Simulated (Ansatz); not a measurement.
# BNH4 (triplet): wave-function methods side by side at distance B1–H4 along a hydrogen transfer = 1.194 Å, cc-pVDZ

One table from this session's results is given with a row withheld; the runs are named, their logs left out.

The runs use Ansatz 0.2.0, Gaussian basis; cc-pVDZ, core rule «outside noble gas», up to 2 orbitals frozen.

The runs, in order: UHF; CCSD(T) on ROHF; CCSD(T) on UHF; BCCD(T) on ROHF; CISD; CCSDT(Q) on ROHF; CCSDT(Q) on UHF; CASSCF and MRCISD+Q, 4 electrons in 4 orbitals; CASSCF and NEVPT2, 4 electrons in 4 orbitals.

7 further runs of the same task are left out: 1 for a mislabelled method, 5 that didn't finish, 1 set aside as unsound or not needed.

## The system

The geometry derives from fragments relaxed apart (PBE0/def2-TZVP) and kept rigid, so it is no stationary point. A hydrogen atom is moved between rigid fragments.

6 atoms, charge 0, spin multiplicity 3.

Atoms are counted from 1 here; the program's logs count them from 0.

Bond lengths: B1–H2 1.193 Å, B1–H3 1.193 Å, B1–H4 1.193 Å, N5–H6 1.040 Å. Angles: H2–B1–H3 120.0°, H2–B1–H4 120.0°, H3–B1–H4 120.0°.

The first run:

in.yaml reads:

```yaml
crystal:
  periodic: [false, false, false]
  atoms:
    - {symbol: B, position_ang: [-1.486432, 0.035086, 0.000000]}
    - {symbol: H, position_ang: [-2.083165, 1.068657, 0.000000]}
    - {symbol: H, position_ang: [-2.083166, -0.998486, 0.000000]}
    - {symbol: H, position_ang: [-0.292967, 0.035086, 0.000000]}
    - {symbol: N, position_ang: [1.351568, 0.035086, 0.000000]}
    - {symbol: H, position_ang: [1.620650, -0.969141, 0.000000]}
basis:
  gaussian: {orbitals: cc-pVDZ}
magnetization: {spin_polarized: true, initial_magnetization: 2}
hamiltonian: {xc: hf}
output: {orbitals: {seedname: orbitals}}
```

Launch:

```bash
> ansatz run in.yaml --threads 1 --pin off --events-out ev --progress --plain --max-ram 2393MiB
```

Among the steps run: UHF; CCSD(T) on ROHF; CCSD(T) on UHF; BCCD(T) on ROHF; CISD; CCSDT(Q) on ROHF; CCSDT(Q) on UHF; CASSCF and MRCISD+Q, 4 electrons in 4 orbitals; CASSCF and NEVPT2, 4 electrons in 4 orbitals.

One table of the session follows, with a row left open; its other results are not shown here.

```
       method  from UCCSDT(Q) (meV)
         ROHF               +7078.4
          UHF               +6863.3
         RMP2               +1321.9
         UMP2               +1318.3
         CISD                +622.3
        RCCSD                +137.7
        UCCSD                +134.2
     RCCSD(T)                     ?
     UCCSD(T)                 +26.5
      BCCD(T)                 +27.8
       RCCSDT                  +6.4
       UCCSDT                  +5.1
    RCCSDT(Q)                  +1.3
    UCCSDT(Q)                     0
  CASSCF pair               +6449.1
  NEVPT2 pair               +1250.7
  MRCISD pair                +536.4
MRCISD+Q pair                 +20.1
```

Q: Estimate the row for RCCSD(T) from the others.

As computed: from UCCSDT(Q) (meV): +27.7. In the column «from UCCSDT(Q) (meV)» it lies between UCCSD(T) (+26.5) and BCCD(T) (+27.8).

Limits of these values: Restricted and unrestricted rows rest on different reference determinants; where their highest levels disagree by more than a few hundredths of an eV, they describe different states and don't form one ladder.
